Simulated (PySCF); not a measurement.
## Highest orbital energy against ionisation energy along group 15

Calculated with PySCF 2.14, no spin-orbit coupling. Each cell gives −ε(HOMO) / ΔSCF in eV; NIST values include spin-orbit coupling, (s) semi-empirical, (t) theoretical.

```tsv
species	UHF	LDA	PBE	PBE0	r2SCAN	NIST (lowest levels)
N (aug-cc-pVTZ-DK, spin-free X2C)	15.523 / 13.890	8.401 / 15.003	8.298 / 14.728	10.210 / 14.699	8.893 / 14.805	14.534
P (aug-cc-pVTZ-DK, spin-free X2C)	10.658 / 9.901	6.296 / 10.574	6.289 / 10.484	7.527 / 10.524	6.697 / 10.633	10.487
As (aug-cc-pVTZ-DK, spin-free X2C)	10.043 / 9.412	5.966 / 10.025	5.919 / 9.879	7.098 / 9.940	6.313 / 10.083	9.789
Sb (aug-cc-pVTZ-DK3, spin-free X2C)	9.097 / 8.580	5.531 / 9.132	5.464 / 8.968	6.521 / 9.044	5.827 / 9.163	8.608
Bi (aug-cc-pVTZ-DK3, spin-free X2C)	8.696 / 8.227	5.295 / 8.773	5.198 / 8.581	6.211 / 8.654	5.559 / 8.770	7.286
```

Question: How far is −ε(HOMO) from ΔSCF on average for each method, and why?

Answer: UHF 0.80 eV; LDA -4.40 eV; PBE -4.29 eV; PBE0 -3.06 eV; r2SCAN -4.03 eV. Hartree-Fock orbital energies lack relaxation and so exceed the ΔSCF value; semilocal functionals have convex E(N) from self-interaction, so their HOMO lies far too high; exact exchange moves hybrids part of the way back.
